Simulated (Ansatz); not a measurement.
Elements on the sites of an ideal rutile lattice, at a guessed lattice constant:

```
O Cr Ge Ru Ta
1.0
     0.00000   -4.55058    2.95788
    -4.55058    0.00000    2.95788
    -4.55058   -4.55058   -2.95788
O Cr Ge Ru Ta
12 2 1 1 2
Direct
  0.23167 0.23167 0.46333
  0.56500 0.56500 0.13000
  0.89833 0.89833 0.79667
  0.10167 0.10167 0.20333
  0.43500 0.43500 0.87000
  0.76833 0.76833 0.53667
  0.63833 0.02833 0.16667
  0.97167 0.36167 0.83333
  0.30500 0.69500 0.50000
  0.02833 0.63833 0.16667
  0.36167 0.97167 0.83333
  0.69500 0.30500 0.50000
  0.33333 0.33333 0.66667
  0.66667 0.66667 0.83333
  0.33333 0.33333 0.16667
  0.66667 0.66667 0.33333
  0.00000 0.00000 0.00000
  0.00000 0.00000 0.50000
```

Cell and atoms were relaxed without symmetry on coarser meshes and computed once more. Method: DFT PBE, scalar-relativistic, plane waves, PAW (Ansatz).

Settings: cutoff 420 eV, Γ-centred mesh 7×7×5 on the computed 18-atom cell, Gaussian smearing of 0.10 eV; collinear spin from starting moments 0 0 0 0 0 0 0 0 0 0 0 0 -2.38 -2.37 0 0.84 0 0 μB.

The relaxation ran on 3×3×2 (shifted) and then 4×4×3 k points with a smearing of 0.1 eV, from sites shaken by 0.02 Å.

**Question.** What does the relaxation give?

**Answer.** A volume of 10.78 Å³/atom and no gap on the mesh. It lies 2.05 eV/atom below the elements' standard states (static lattices, no corrections for gases). The atoms leave their sites by 0.07 Å (root mean square) and 0.12 Å at most, and the cell stretches by up to 0.6 % at fixed volume. One magnetic start was tried.

```xyz
18
Lattice="0.0097 -4.6461 2.9916 -4.6461 0.0097 2.9916 -4.6406 -4.6406 -2.9981" Properties=species:S:1:pos:R:3 pbc="T T T"
O    -3.2195   -3.2132    0.0555
O    -3.1991   -3.1929    3.0212
O    -7.8641   -7.8580    2.9154
O    -1.4445   -1.4385    0.0339
O    -6.0526   -6.0466   -0.0513
O    -6.0145   -6.0086    3.0491
O    -0.9770   -3.6628    1.5550
O    -5.5083   -8.3346    1.4766
O    -5.5604   -3.7406    1.4691
O    -3.6688   -0.9707    1.5551
O    -8.3406   -5.5019    1.4766
O    -3.7466   -5.5543    1.4692
Cr   -4.6710   -4.6648   -0.0035
Cr   -6.9014   -6.8953    1.4512
Ge   -2.3413   -2.3353    1.5405
Ru   -4.6082   -4.6020    3.0086
Ta   -0.0401   -0.0340   -0.0061
Ta   -7.0247   -7.0185    4.4318
```

Spin-orbit coupling is left out, which matters for the bands of heavy elements.

Cost: 2 runs of about 15 core-minutes in all (earlier runs that led there not counted), on Intel Xeon 6975P-C (Granite Rapids) (shared hosts).